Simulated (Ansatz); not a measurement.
This script drives the Python package of Ansatz (0.2.0).

`states_alfh2s.py`
```python
'''Does a wider search find a lower mean-field state of AlFH2S?'''

import logging
import sys

import ansatz as az
from ase import Atoms
import numpy as np

logging.basicConfig(stream=sys.stdout, format='%(levelname)s %(message)s')
logger = logging.getLogger('run')
logger.setLevel(logging.INFO)


def main() -> None:
    atoms = Atoms(['F', 'Al', 'S', 'H', 'H'], positions=[
        (-1.2495, -1.2076, 1.266),
        (-0.5395, -0.3441, -0.1564),
        (1.6647, 0.0516, -0.1818),
        (-1.3594, 0.1283, -1.3978),
        (1.5336, 1.2982, 0.4285),
    ])
    molecule = az.Crystal.molecule_from_ase(atoms)
    symbols = [site.symbol for site in molecule.cartesian_sites]

    start = np.array([site.position_ang for site in molecule.cartesian_sites])
    for factor in [1.0, 1.25, 1.6]:
        xyz = (start - start.mean(axis=0)) * factor
        scaled = az.Crystal.molecule()
        for symbol, place in zip(symbols, xyz):
            scaled = scaled.atom(symbol, place.tolist())
        job = (
            scaled.calculation()
            .basis(gaussian='def2-SVP')
            .functional('PBE0', dispersion='d3bj')
            .spin('collinear')
        )
        for search in ('off', 'standard'):
            try:
                summary = job.scf(lower_state_search=search).run().report
            except az.AnsatzError as error:
                logger.info(f'x{factor} search {search}: {type(error).__name__}')
                continue
            state = summary['mean_field']['state']
            logger.info(f'all distances x{factor}, search {search:8s} E = {summary["free_energy_ev"]:.5f} eV  <S^2> = {abs(state["spin_squared"]):.3f}  other states met: {len(summary["mean_field"]["others"])}')


if __name__ == '__main__':
    main()
```

It is started by `python states_alfh2s.py`. Estimate its wall time and peak memory on 1 thread of Arm Neoverse V2, with other jobs on the host.

It took about 20 s, with a peak of 0.23 GiB, for 6 runs of the engine.

```console
$ python states_alfh2s.py
INFO all distances x1.0, search off      E = -20167.04949 eV  <S^2> = 0.000  other states met: 0
INFO all distances x1.0, search standard E = -20167.04949 eV  <S^2> = 0.000  other states met: 0
INFO all distances x1.25, search off      E = -20162.02060 eV  <S^2> = 0.000  other states met: 0
INFO all distances x1.25, search standard E = -20162.02060 eV  <S^2> = 0.000  other states met: 1
INFO all distances x1.6, search off      E = -20154.63336 eV  <S^2> = 0.000  other states met: 0
INFO all distances x1.6, search standard E = -20155.51523 eV  <S^2> = 1.439  other states met: 13
```

Caveats:
- Total energies depend on the basis set; only differences at equal settings carry meaning.
- The count of other states can hold repeated and symmetry-equivalent ends of the search; scaling all distances is a test, and for more than two atoms no physical path.
- The structure is a rough, unrelaxed start.
- The expectation value of S² is noticeably off S(S+1) in at least one run, so that state is spin-contaminated.
